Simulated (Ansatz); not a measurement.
in.yaml

```yaml
crystal:
  periodic: [false, false, false]
  atoms:
    - {symbol: P, position_ang: [0.000000, 0.000000, -1.806767]}
    - {symbol: Be, position_ang: [0.000000, 0.000000, 0.234533]}
    - {symbol: H, position_ang: [0.000000, 0.000000, 1.572233]}
basis:
  gaussian: {orbitals: def2-mTZVP}
magnetization: {spin_polarized: false}
hamiltonian: {xc: {name: r2SCAN}}
correlation: {method: ccsd, electrons: outside_noble_gas}
scf: {lower_state_search: light}
output: {forces: true}
```

```sh
$ ansatz run in.yaml --threads 1 --pin off --events-out ev --progress --plain --max-ram 2393MiB
```

Output:

```
356 factors; integrals over basis functions are off by at most 2.8e-4 eV
mean field evaluation 1: about -9701.1305 eV, gradient 1.0e1 eV
mean field evaluation 2: about -9701.1246 eV, gradient 1.0e1 eV
mean field evaluation 4: about -9701.5507 eV, gradient 2.6e0 eV
mean field evaluation 8: about -9701.5399 eV, gradient 2.9e0 eV
mean field evaluation 16: about -9701.5768 eV, gradient 2.3e-6 eV
mean field evaluation 32: about -9701.5768 eV, gradient 3.9e-4 eV
mean field evaluation 64: about -9701.5768 eV, gradient 2.3e-6 eV
mean field -9701.57677156 eV, -356.5263703900 hartree, gradient 2.3e-6 eV, S^2 0.000000; 5 other end points of the search recorded, 0 dependent functions left out; unrestricted orbitals would lower it
unrestricted determinant -9684.71032195 eV, -355.9065397991 hartree, S^2 1.0129
6 core orbitals not correlated: weight in the atoms' cores, before any rotation towards them, 1.000 or more for the frozen orbitals, at most 0.000 for the correlated occupied ones
reference -9683.21707618 eV, -355.8516640295 hartree; 4, 4 occupied and 26, 26 virtual orbitals, 356 factors
second order -2.97495523 eV of doubles, -0.09573008 eV of singles
cycle   1  -3.51772443 eV  change   -4.5e-1 eV  update   6.4e-2
cycle   2  -3.73201249 eV  change   -2.1e-1 eV  update   3.2e-2
cycle   3  -3.77169631 eV  change   -4.0e-2 eV  update   1.9e-2
cycle   4  -3.78716207 eV  change   -1.5e-2 eV  update   1.4e-2
cycle   5  -3.80054414 eV  change   -1.3e-2 eV  update   9.9e-3
cycle   6  -3.80863389 eV  change   -8.1e-3 eV  update   5.6e-3
cycle   7  -3.81312648 eV  change   -4.5e-3 eV  update   3.4e-3
cycle   8  -3.81501148 eV  change   -1.9e-3 eV  update   1.9e-3
cycle   9  -3.81494786 eV  change    6.4e-5 eV  update   6.9e-4
cycle  10  -3.81501929 eV  change   -7.1e-5 eV  update   2.1e-4
cycle  11  -3.81510096 eV  change   -8.2e-5 eV  update   8.6e-5
cycle  12  -3.81508533 eV  change    1.6e-5 eV  update   3.2e-5
cycle  13  -3.81506409 eV  change    2.1e-5 eV  update   1.2e-5
cycle  14  -3.81505669 eV  change    7.4e-6 eV  update   3.7e-6
cycle  15  -3.81505558 eV  change    1.1e-6 eV  update   1.5e-6
cycle  16  -3.81505632 eV  change   -7.4e-7 eV  update   7.8e-7
the calculation of the forces begins
Total energy: -9687.03213250 eV, -355.9918647632 hartree
Atom 0 at     0.000000     0.000000    -1.806767 Å, force    -0.000000    -0.000000    -0.160771 eV/Å
Atom 1 at     0.000000     0.000000     0.234533 Å, force     0.000000     0.000000    -0.081391 eV/Å
Atom 2 at     0.000000     0.000000     1.572233 Å, force    -0.000000     0.000000     0.242162 eV/Å
Dipole moment:     0.000000     0.000000     0.024048 e Å
```

Forces (eV/Å):
```
P    0.000  0.000 -0.161
Be   0.000  0.000 -0.081
H    0.000  0.000  0.242
```

Ran on 1 thread of Arm Neoverse V1, shared host: 5.5 s wall, 0.14 GiB peak host memory.
